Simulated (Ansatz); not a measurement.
Two structures of CH7MgN, closed shell, reached by relaxing down either side of one saddle point (PBE0-D4/def2-TZVP). Energies are electronic, without zero-point energy. Program: Ansatz 0.2.0. Basis: def2-TZVPP and def2-QZVPP. Cores are frozen in the correlated methods. The outer core shell of Li, Na, Mg and K is correlated. The def2 sets are not built for correlating such inner shells, so the correlated values are less sure here. Extrapolation: Hartree–Fock as exp(−7.88 √X), correlation as X^−2.97. First:

Mg1  (0.249, -0.310, -0.223)
N2  (2.134, -0.421, -0.043)
C3  (-1.801, -0.345, -0.575)
H4  (0.659, 1.564, 1.322)
H5  (-0.088, 1.535, 1.397)
H6  (2.708, -0.001, 0.673)
H7  (2.752, -0.970, -0.623)
H8  (-2.367, -0.539, 0.343)
H9  (-2.161, 0.608, -0.976)
H10  (-2.086, -1.121, -1.293)
(Å)

Second:

```csv
atom,x (Å),y (Å),z (Å)
Mg1,-0.3617,0.7031,0.6843
N2,1.6867,-0.0064,0.1737
C3,-1.6522,-0.3863,-0.5749
H4,2.3788,0.5309,0.6854
H5,-0.0506,1.8785,1.9260
H6,1.8240,-0.9842,0.4079
H7,1.8925,0.0841,-0.8159
H8,-2.7087,-0.1385,-0.4241
H9,-1.4437,-0.2107,-1.6385
H10,-1.5653,-1.4703,-0.4240
```

Problem. Which bonds change from the first to the second?

Solution. CH₅MgN ([CH3][Mg][NH2]) + H₂ → CH₄Mg ([CH3][MgH]) + NH₃ (still joined by a long Mg–N bond); bonds formed: Mg1–H5, N2–H4; bonds broken: H4–H5; bonds weakened to dative contacts: Mg1–N2.

Problem. Give the saddle point's structure and its height above each. (An estimate is asked for; the value comes from the calculation.)

Solution. By the calculation: 15.92 kcal/mol above the first and 22.23 kcal/mol above the second (CCSD(T) at an estimated basis limit (MP2 extrapolated from triple and quadruple zeta, plus CCSD(T) − MP2 in triple zeta)).
```json
{"atom": "Mg1", "x (Å)": "-0.0550", "y (Å)": "0.0959", "z (Å)": "0.0811"}
{"atom": "N2", "x (Å)": "1.9460", "y (Å)": "-0.0694", "z (Å)": "0.2230"}
{"atom": "C3", "x (Å)": "-1.9389", "y (Å)": "-0.3973", "z (Å)": "-0.6474"}
{"atom": "H4", "x (Å)": "1.3554", "y (Å)": "0.9241", "z (Å)": "1.0465"}
{"atom": "H5", "x (Å)": "0.5849", "y (Å)": "1.4281", "z (Å)": "1.3942"}
{"atom": "H6", "x (Å)": "2.4293", "y (Å)": "-0.7982", "z (Å)": "0.7354"}
{"atom": "H7", "x (Å)": "2.6039", "y (Å)": "0.2956", "z (Å)": "-0.4560"}
{"atom": "H8", "x (Å)": "-2.7367", "y (Å)": "-0.0455", "z (Å)": "0.0147"}
{"atom": "H9", "x (Å)": "-2.1237", "y (Å)": "0.0464", "z (Å)": "-1.6320"}
{"atom": "H10", "x (Å)": "-2.0653", "y (Å)": "-1.4795", "z (Å)": "-0.7598"}
```

No T1 diagnostic of these runs exceeds 0.011.

Labels in which every atom is bracketed show which atoms are joined, not bond orders.

For scale, one of the runs: CCSD(T)/def2-TZVPP, 192 basis functions, launched by `ansatz run in.yaml --threads 2 --pin off --events-out ev --progress --plain --max-ram 4352MiB`. Time: 61 s of wall clock on 2 CPU threads of an Intel Xeon Platinum 8375C; the host was shared. Peak host memory: 2.4 GiB.
